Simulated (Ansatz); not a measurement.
Basis-set extrapolation for C6H14 (`CC(C)C(C)C`) (PBE0-D4/def2-TZVP geometry, frozen core, Ansatz 0.2.0). Multiplicity 1, RHF reference.

```json
{"": "HF", "def2-TZVPP": "-235.451411", "def2-QZVPP": "-235.462667"}
{"": "MP2 correlation", "def2-TZVPP": "-1.072930", "def2-QZVPP": "-1.138509"}
{"": "CCSD(T) correlation", "def2-TZVPP": "-1.187170", "def2-QZVPP": "not run"}
```

Energies in hartree. Use E(X) = E(∞) + A·exp(−7.88·√X) for Hartree–Fock and E(X) = E(∞) + B·X^(−2.97) for correlation, with X = 3 and 4, and add CCSD(T) minus MP2 of the smaller set to the MP2 limit.

Problem. What is the CCSD(T) energy at the basis-set limit?

Solution. HF limit: -235.462667 + (-0.011256) × 0.13774 = -235.46422. MP2 limit: -1.138509 + (-0.065579) × 0.74074 = -1.18709. Higher-order term: -1.187170 − (-1.072930) = -0.11424. Total: -236.76555 hartree, 3.46 eV below CCSD(T)/def2-TZVPP.
